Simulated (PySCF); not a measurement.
# TDDFT excited states: C4H8Cl2

1,4-dichlorobutane, C₄H₈Cl₂.
SMILES with atom numbers: `[Cl:1][CH2:2][CH2:3][CH2:4][CH2:5][Cl:6]` (hydrogens: H7, H8 on C2; H9, H10 on C3; H11, H12 on C4; H13, H14 on C5)

Structure used (PBE0-D3(BJ)/def2-SVP), in Å, numbered top down from 1:
```xyz
14
C4H8Cl2 angstrom
Cl     0.4771   -1.9521    1.5650
C     -0.6984   -1.4028    0.3246
C     -0.9732    0.0835    0.4064
C      0.2601    0.9748    0.3193
C      1.1949    0.6663   -0.8302
Cl     0.3642    0.7084   -2.4220
H     -0.2797   -1.6798   -0.6531
H     -1.6159   -1.9853    0.4805
H     -1.5142    0.3085    1.3393
H     -1.6572    0.3234   -0.4255
H      0.8535    0.8647    1.2431
H     -0.0602    2.0272    0.2664
H      1.6371   -0.3347   -0.7301
H      2.0121    1.3977   -0.8837
```

Method used: PySCF 2.14.0, density-fitted response routines, TDDFT B3LYP/def2-SVPD, vertical, gas phase, core orbitals frozen in the response.

Question: What does the calculation give for the low-lying excited states?

Answer: 

```csv
state,E (eV),ν̃ (cm⁻¹),f,symmetry,"main configurations (H = HOMO, L = LUMO)"
S1,7.15,57640,0.0088,B,"H→L (84%), H-2→L+2 (11%)"
S2,7.22,58270,0.0049,A,"H-1→L (79%), H-3→L+2 (13%)"
S3,7.27,58600,0.0008,–,"H-2→L (42%), H→L+2 (38%), H→L+1 (16%)"
S4,7.32,59060,0.0051,B,"H-3→L (43%), H-1→L+2 (39%), H-1→L+1 (15%)"
S5,7.55,60900,0.011,A,"H→L+1 (79%), H→L+2 (12%)"
S6,7.64,61600,0.013,B,"H-1→L+1 (81%), H-1→L+2 (10%)"
S7,7.86,63400,0.028,B,H-2→L+1 (87%)
S8,7.87,63460,0.018,A,"H-3→L+1 (67%), H-2→L (12%), H→L+2 (12%)"
S9,7.88,63590,0.0086,A,"H-2→L (39%), H→L+2 (34%), H-3→L+1 (22%)"
S10,7.92,63840,0.0050,B,"H-3→L (49%), H-1→L+2 (48%)"
```

Triplets (Tamm–Dancoff): T1 6.57 eV, H→L (64%), H-2→L+2 (21%); T2 6.62 eV, H-1→L (26%), H→L+2 (25%), H-2→L (23%); T3 6.64 eV, H-1→L (37%), H-2→L (18%), H→L+2 (15%); T4 6.68 eV, H-3→L (44%), H-1→L+2 (37%), H-1→L+1 (10%).

The lowest singlet comes at 174 nm (689 kJ/mol) in the vacuum ultraviolet; it is weak; its leading configuration is HOMO→LUMO (84%). The strongest level in the table is S7 at 7.86 eV (158 nm, f = 0.028). S7/S8 lie within about 0.01 eV of each other. Löwdin shares by element: HOMO chlorine 77%, carbon 12% or more; LUMO chlorine 56%, carbon 22% or more (atoms not listed hold the other 22%). Orbital energies (eV): HOMO-3 -8.49, HOMO-2 -8.48, HOMO-1 -8.22, HOMO -8.15, LUMO 0.10, LUMO+1 0.27, LUMO+2 0.40. The oscillator strengths of these states sum to 0.103; summed over the whole spectrum of an exact calculation they would give the number of electrons, 66 (Thomas–Reiche–Kuhn). Weighted by f, the mean energy of these states is 7.68 eV. The vertical ionisation energy (ΔSCF) is 10.24 eV, 2.33 eV above S10. Symmetry labels in C2 follow from the direction of the transition dipole and are given only for states with f of 0.002 or more. Only the lowest 10 singlets were computed, as vertical energies without vibronic structure.

The run took 1.9 min on one thread of an Arm Neoverse V1 (shared host).

One conformer stands for the species.
